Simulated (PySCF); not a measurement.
## Working out the ionisation energy of Cl

Cl [Ne] 3s2 3p5 (2P) → Cl⁺ [Ne] 3s2 3p4 (3P). Computed with PySCF 2.14 in aug-cc-pV(D+d)Z, with no relativity, point nucleus. Frozen: [Ne]. Energies in hartree (1 hartree = 27.21139 eV):

| part | Cl (lower) | Cl⁺ (upper) |
| --- | --- | --- |
| UHF | -459.473057 | -459.038417 |
| MP2 opposite-spin | -0.091706 | -0.070594 |
| MP2 same-spin | -0.031042 | -0.023302 |

What does Hartree-Fock give?

(-459.038417) − (-459.473057) = 0.434640 hartree = 11.827 eV.

What do MP2 and SCS-MP2 (6/5 opposite-spin, 1/3 same-spin) give?

The opposite-spin parts differ by 0.574 eV and the same-spin parts by 0.211 eV. MP2: 11.827 + (0.574) + (0.211) = 12.612 eV. SCS-MP2: 11.827 + 1.2 × (0.574) + (0.211)/3 = 12.586 eV.

Measured between the centres of the two terms (NIST): 12.974 eV, so MP2 (valence) is off by -0.362 eV.

What remains against the reference includes basis incompleteness, the frozen core and correlation beyond second order.
